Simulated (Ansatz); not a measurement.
`C=C(F)/C=C\F` from Hartree–Fock to CCSD(T)

Z-matrix (Å, degrees):
```
C
C 1 1.329
H 1 1.081 2 120.8
H 1 1.080 2 120.0 3 -180.0
F 2 1.339 1 119.4 3 -0.0
C 2 1.446 1 125.3 3 180.0
C 6 1.329 2 128.6 1 -180.0
H 6 1.083 2 115.8 1 0.0
F 7 1.327 6 124.4 2 0.0
H 7 1.084 6 123.2 2 180.0
```

Charge 0, multiplicity 1. Geometry: relaxed with PBE0-D4/def2-TZVP. It is one conformer, not always the lowest. Frozen core, restricted reference, Ansatz. CBS rows extrapolate triple and quadruple zeta; past MP2 they add the triple-zeta difference.

```json
{"basis": "def2-TZVPP", "HF (Eh)": "-352.77013", "MP2 corr.": "-1.12461", "CCSD corr.": "-1.15127", "(T)": "-0.04685", "CCSD(T) total": "-353.96825"}
{"basis": "def2-QZVPP", "HF (Eh)": "-352.78547", "MP2 corr.": "-1.21358", "CCSD corr.": "–", "(T)": "–", "CCSD(T) total": "–"}
{"basis": "CBS(def2)", "HF (Eh)": "-352.78758", "MP2 corr.": "-1.27948", "CCSD corr.": "-1.30614", "(T)": "as TZ", "CCSD(T) total": "-354.14057"}
```
